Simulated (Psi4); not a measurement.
# triplet F2: levels of theory compared

Aim: a comparison of 5 runs (U-wB97M-V/cc-pVTZ, U-wB97X-V/cc-pVTZ, U-wB97X/cc-pVTZ, UB2PLYP/cc-pVTZ, UMP3/cc-pVTZ) of triplet F2. 

The calculation is run with Psi4 1.11.

1 further run of the same task is left out (set aside as unsound or not needed).

### 1 Starting point

The species is F2 (2 atoms), meant as a triplet with charge 0. As SMILES of the parent species, `FF`. The coordinates come from a PBE0-D4/def2-TZVP relaxation. That shape belongs to the parent species and isn't relaxed for this state.

Bond lengths: F1–F2 1.376 Å.

### 2 The energy at U-wB97M-V/cc-pVTZ (run 1)

job.py reads:

```python
import psi4

psi4.set_memory(1600000000)
psi4.set_num_threads(1)
psi4.set_output_file('output.dat', False)

m = psi4.geometry("""
0 3
F     -0.583900     0.212400    -0.295000
F      0.583900    -0.212400     0.295000
symmetry c1
""")

options = {'basis': 'cc-pVTZ', 'reference': 'uks', 'puream': True, 'e_convergence': 1e-09, 'd_convergence': 1e-08, 'scf_type': 'pk', 'dft_radial_points': 99, 'dft_spherical_points': 590, 'maxiter': 200}
psi4.set_options(options)

e = psi4.energy("wb97m-v", molecule=m)
print('E =', round(e, 9))
```

Started as:

```sh
python job.py
```

output.dat:

```text
[...]
  Running in c1 symmetry.
[...]
  Nuclear repulsion =   31.159450748216873
[...]
  Multiplicity = 3
[...]
  Nalpha       = 10
  Nbeta        = 8
[...]
    Number of basis functions: 60
[...]
   @UKS iter   1:  -199.38886685325599   -2.39742e-01   3.13978e-03 ADIIS/DIIS
[...]
   @UKS iter   9:  -199.40091266800101   -5.40012e-13   1.71890e-09 DIIS
[...]
   @S^2 Observed:                2.007212710E+00
[...]
    Orbital Energies [Eh]
    ---------------------
    Alpha Occupied:
       1A    -24.990263     2A    -24.990233     3A     -1.513562
       4A     -1.266948     5A     -0.769101     6A     -0.703301
       7A     -0.664096     8A     -0.567199     9A     -0.524798
      10A     -0.373305
    Alpha Virtual:
      11A      0.708220    12A      0.741904    13A      0.764223
      14A      0.855021    15A      0.876295    16A      0.893878
      17A      1.009255    18A      1.564433    19A      1.701803
      20A      1.726433    21A      1.882785    22A      1.882964
      23A      2.124419    24A      2.124773    25A      2.207912
[...]
  @UKS Final Energy:  -199.40091266800101
   => Energetics <=
    Nuclear Repulsion Energy =             31.1594507482168730
    One-Electron Energy =                -340.2805785973030197
    Two-Electron Energy =                 125.0320525466835022
    DFT Exchange-Correlation Energy =     -15.3888307329831306
    Empirical Dispersion Energy =           0.0000000000000000
    VV10 Nonlocal Energy =                  0.0769933673847538
    Total Energy =                       -199.4009126680010127
[...]
 Multipole Moments:
 ------------------------------------------------------------------------------------
     Multipole            Electronic (a.u.)      Nuclear  (a.u.)        Total (a.u.)
 ------------------------------------------------------------------------------------
 L = 1.  Multiply by 2.5417464519 to convert [e a0] to [Debye]
 Dipole X            :         -0.0000000            0.0000000           -0.0000000
 Dipole Y            :         -0.0000000            0.0000000           -0.0000000
 Dipole Z            :          0.0000000            0.0000000            0.0000000
 Magnitude           :                                                    0.0000000
[...]
```

The script printed:

```text
E = -199.400912668
```

Run time: 11 s. Hardware: 1 thread of Intel Xeon 6975P-C (Granite Rapids), shared host; peak memory 0.71 GiB.

### 3 The energy at U-wB97X-V/cc-pVTZ (run 2)

f2.json reads:

```json
{
  "schema_name": "qcschema_input",
  "schema_version": 1,
  "molecule": {
    "schema_name": "qcschema_molecule",
    "schema_version": 2,
    "symbols": ["F", "F"],
    "geometry": [-1.10341108, 0.40137783, -0.55746921, 1.10341108, -0.40137783, 0.55746921],
    "molecular_charge": 0,
    "molecular_multiplicity": 3,
    "fix_symmetry": "c1",
    "fix_com": true,
    "fix_orientation": true
  },
  "driver": "energy",
  "model": {
    "method": "wb97x-v",
    "basis": "cc-pVTZ"
  },
  "keywords": {
    "reference": "uks",
    "puream": true,
    "e_convergence": 1e-09,
    "d_convergence": 1e-08,
    "scf_type": "pk",
    "dft_radial_points": 99,
    "dft_spherical_points": 590,
    "maxiter": 200
  }
}
```

Started as:

```sh
psi4 --qcschema f2.json -n 1 --memory 1600MB
```

stdout:

```text
[...]
  Running in c1 symmetry.
[...]
  Nuclear repulsion =   31.159450805153512
[...]
  Multiplicity = 3
[...]
  Nalpha       = 10
  Nbeta        = 8
[...]
    Number of basis functions: 60
[...]
   @UKS iter   1:  -199.36949602510481   -2.36324e-01   3.20474e-03 DIIS/ADIIS
[...]
   @UKS iter   9:  -199.38171170479245   -6.82121e-13   1.89078e-09 DIIS
[...]
   @S^2 Observed:                2.007011976E+00
[...]
    Orbital Energies [Eh]
    ---------------------
    Alpha Occupied:
       1A    -24.846331     2A    -24.846296     3A     -1.510583
       4A     -1.261622     5A     -0.770592     6A     -0.707852
       7A     -0.663712     8A     -0.571245     9A     -0.523010
      10A     -0.376158
    Alpha Virtual:
      11A      0.715546    12A      0.751279    13A      0.774766
      14A      0.863086    15A      0.885888    16A      0.905119
      17A      1.016840    18A      1.574766    19A      1.700018
      20A      1.724055    21A      1.881695    22A      1.881965
      23A      2.124379    24A      2.124632    25A      2.208087
[...]
  @UKS Final Energy:  -199.38171170479245
   => Energetics <=
    Nuclear Repulsion Energy =             31.1594508051535115
    One-Electron Energy =                -340.2831950824063938
    Two-Electron Energy =                 124.7369774620011640
    DFT Exchange-Correlation Energy =     -15.0719392394942915
    Empirical Dispersion Energy =           0.0000000000000000
    VV10 Nonlocal Energy =                  0.0769943499535400
    Total Energy =                       -199.3817117047924512
[...]
 Multipole Moments:
 ------------------------------------------------------------------------------------
     Multipole            Electronic (a.u.)      Nuclear  (a.u.)        Total (a.u.)
 ------------------------------------------------------------------------------------
 L = 1.  Multiply by 2.5417464519 to convert [e a0] to [Debye]
 Dipole X            :         -0.0000000            0.0000000           -0.0000000
 Dipole Y            :          0.0000000            0.0000000            0.0000000
 Dipole Z            :         -0.0000000            0.0000000           -0.0000000
 Magnitude           :                                                    0.0000000
[...]
```

The result, in JSON:

```text
{
 "driver": "energy",
 "model": {
  "method": "wb97x-v",
  "basis": "cc-pVTZ"
 },
 "success": true,
 "return_result": -199.38171170479245,
 "properties": {
  "calcinfo_nbasis": 60,
  "calcinfo_nmo": 60,
  "calcinfo_nalpha": 10,
  "calcinfo_nbeta": 8,
  "calcinfo_natom": 2,
  "nuclear_repulsion_energy": 31.15945080515351,
  "return_energy": -199.38171170479245,
  "scf_one_electron_energy": -340.2831950824064,
  "scf_two_electron_energy": 124.73697746200116,
  "scf_vv10_energy": 0.07699434995354001,
  "scf_xc_energy": -15.071939239494291,
  "scf_dipole_moment": [-7.29707960722692e-13, 2.6296326227637223e-13, -3.6864955532678323e-13],
  "scf_total_energy": -199.38171170479245,
  "scf_iterations": 9
 }
}
```

Wall time 8.7 s (1 thread of Intel Xeon 6975P-C (Granite Rapids), shared host); peak memory 0.44 GiB.

Runs 3 to 4 aren't shown in full; the table further down has their settings and results.

### 4 The energy at UMP3/cc-pVTZ (run 5)

input.json reads:

```json
{
 "schema_name": "qcschema_input",
 "schema_version": 1,
 "molecule": {
  "schema_name": "qcschema_molecule",
  "schema_version": 2,
  "symbols": ["F", "F"],
  "geometry": [-1.10341108, 0.40137783, -0.55746921, 1.10341108, -0.40137783, 0.55746921],
  "molecular_charge": 0,
  "molecular_multiplicity": 3,
  "fix_symmetry": "c1"
 },
 "driver": "energy",
 "model": {
  "method": "mp3",
  "basis": "cc-pVTZ"
 },
 "keywords": {
  "reference": "uhf",
  "puream": true,
  "e_convergence": 1e-09,
  "d_convergence": 1e-08,
  "scf_type": "pk",
  "num_frozen_docc": 2,
  "maxiter": 200,
  "mp_type": "conv"
 }
}
```

Started as:

```sh
psi4 --qcschema input.json -n 1 --memory 1600MB
```

stdout:

```text
[...]
  Running in c1 symmetry.
[...]
  Nuclear repulsion =   31.159450805153512
[...]
  Multiplicity = 3
[...]
  Nalpha       = 10
  Nbeta        = 8
[...]
    Number of basis functions: 60
[...]
   @UHF iter   1:  -198.60079473621283   -4.17932e-01   4.48875e-03 DIIS/ADIIS
[...]
   @UHF iter  10:  -198.63594348909245   -2.04636e-12   3.12691e-09 DIIS
[...]
   @S^2 Observed:                2.037169749E+00
[...]
    Orbital Energies [Eh]
    ---------------------
    Alpha Occupied:
       1A    -26.426584     2A    -26.426455     3A     -1.868760
       4A     -1.594463     5A     -0.976616     6A     -0.894890
       7A     -0.833491     8A     -0.750632     9A     -0.682940
      10A     -0.556744
    Alpha Virtual:
      11A      0.783913    12A      0.837648    13A      0.865730
      14A      0.952845    15A      0.968035    16A      0.992900
      17A      1.140166    18A      1.715613    19A      1.865632
      20A      1.893551    21A      2.052544    22A      2.053020
      23A      2.305537    24A      2.305826    25A      2.404284
[...]
  @UHF Final Energy:  -198.63594348909245
   => Energetics <=
    Nuclear Repulsion Energy =             31.1594508051535115
    One-Electron Energy =                -340.2312379224333654
    Two-Electron Energy =                 110.4358436281874276
    Total Energy =                       -198.6359434890924547
  UHF NO Occupations:
  HONO-2 :    8  A 1.9879790
  HONO-1 :    9  A 1.0000000
[...]
 Multipole Moments:
 ------------------------------------------------------------------------------------
     Multipole            Electronic (a.u.)      Nuclear  (a.u.)        Total (a.u.)
 ------------------------------------------------------------------------------------
 L = 1.  Multiply by 2.5417464519 to convert [e a0] to [Debye]
 Dipole X            :         -0.0000000            0.0000000           -0.0000000
 Dipole Y            :          0.0000000            0.0000000            0.0000000
 Dipole Z            :          0.0000000            0.0000000            0.0000000
 Magnitude           :                                                    0.0000000
[...]
	SCS-MP2 Total Energy (a.u.)        :  -199.09794412512431
	SOS-MP2 Total Energy (a.u.)        :  -199.08377634272651
[...]
	SOS-PI-MP2 Total Energy (a.u.)     :  -199.11822502377527
[...]
	MP2 Total Energy (a.u.)            :  -199.12627968991987
[...]
	SCS-MP3 Total Energy (a.u.)        :  -199.09849340855510
[...]
	MP3 Total Energy (a.u.)            :  -199.12847682364304
[...]
```

The result, in JSON:

```text
{
 "driver": "energy",
 "model": {
  "method": "mp3",
  "basis": "cc-pVTZ"
 },
 "success": true,
 "return_result": -199.12847682364304,
 "properties": {
  "calcinfo_nbasis": 60,
  "calcinfo_nmo": 60,
  "calcinfo_nalpha": 10,
  "calcinfo_nbeta": 8,
  "calcinfo_natom": 2,
  "nuclear_repulsion_energy": 31.15945080515351,
  "return_energy": -199.12847682364304,
  "scf_one_electron_energy": -340.23123792243337,
  "scf_two_electron_energy": 110.43584362818743,
  "scf_dipole_moment": [-3.4583447217073626e-14, 2.5190833243478027e-16, 2.536204122212857e-16],
  "scf_total_energy": -198.63594348909245,
  "scf_iterations": 10,
  "mp2_same_spin_correlation_energy": -0.14584939033969813,
  "mp2_opposite_spin_correlation_energy": -0.34448681048772356,
  "mp2_singles_energy": 0.0,
  "mp2_doubles_energy": -0.4903362008274217,
  "mp2_correlation_energy": -0.49033620082741436,
  "mp2_total_energy": -199.12627968991987
 }
}
```

Wall time 3.9 s (1 thread of Intel Xeon 6975P-C (Granite Rapids), shared host); peak memory 0.32 GiB.

### 5 All runs side by side

```tsv
run	level	frozen core orbitals	fitting correlation	energy (Eh)	dipole moment (D)	HOMO energy (eV)	LUMO energy (eV)	wall time
1	U-wB97M-V/cc-pVTZ	0	–	-199.400913	0.00	-10.16	-3.83	11 s
2	U-wB97X-V/cc-pVTZ	0	–	-199.381712	0.00	-10.24	-3.86	8.7 s
3	U-wB97X/cc-pVTZ	0	–	-199.407938	0.00	-10.29	-3.93	4.8 s
4	UB2PLYP/cc-pVTZ (density fitting for correlation)	2	density fitting	-199.347528	–	-10.58	-4.28	3.9 s
5	UMP3/cc-pVTZ	2	none	-199.128477	–	-14.87	-0.47	3.9 s
```

### 6 Outcome

| quantity | value |
| --- | --- |
| run 5: total energy | -199.12848 Eh |
| run 5: HOMO energy (Hartree–Fock orbitals) (highest over α and β) | -14.87 eV |
| run 5: LUMO energy (Hartree–Fock orbitals) (lowest over α and β) | -0.47 eV |
| run 5: correlation energy (2 core orbitals frozen) | -492.5 mEh |
| run 5: ⟨S²⟩ of the reference determinant | 2.037 |

Totals of different functionals can't be ranked against each other. All runs together took 32 s, the longest 11 s.
